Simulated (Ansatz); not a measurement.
Energy needed to pull apart AlNH₃ (SMILES [NH2][AlH]), doublet, into free ground-state atoms, from the structure below (displaced at random from a GFN2-xTB minimum); no zero-point or spin–orbit terms; open-shell atoms are treated unrestricted, in their ground-state multiplicity.

N1  (-0.184, -0.655, 0.260)
Al2  (0.538, 0.989, 0.294)
H3  (0.384, -1.657, 0.321)
H4  (-1.310, -0.873, 0.046)
H5  (0.542, 2.108, -0.979)
(Å)

Program: Ansatz 0.2.0. Basis: def2-TZVPP. Cores are frozen in the correlated methods; orbitals are unrestricted.

```tsv
method	atomization energy (eV)
PBE-D4	13.62
r2SCAN-D4	13.36
PBE0-D4	13.18
r2SCANh-D4	?
r2SCAN0-D4	13.00
wB97M-V	13.30
HF	?
MP2	12.90
CCSD	12.59
CCSD(T)	12.82
```

Task: What does HF give? (Judge from chemistry; the value comes from the calculation.)

Result: Computed: 8.64 eV, which is about 4.18 eV less than CCSD(T)/def2-TZVPP.

Task: What does r2SCANh-D4 give? (An estimate is asked for; the value comes from the calculation.)

Result: Computed: 13.21 eV, which is about 0.40 eV more than CCSD(T)/def2-TZVPP.

In triple zeta the MP2 and coupled-cluster atomization energies are still short of their basis limit by a few kcal/mol a bond, whereas those of the functionals are nearly converged, so these differences are not deviations from converged CCSD(T).

No T1 diagnostic of these runs exceeds 0.018. ⟨S²⟩ of the unrestricted Hartree–Fock references: 0.76 (a pure state has 0.75).

For scale, one of the runs: CCSD(T)/def2-TZVPP forces, 115 basis functions (an equivalent command: `ansatz run in.yaml --threads 4`). Time: 21 s of wall clock on 4 CPU threads; the host was shared. Peak host memory: 1.5 GiB.
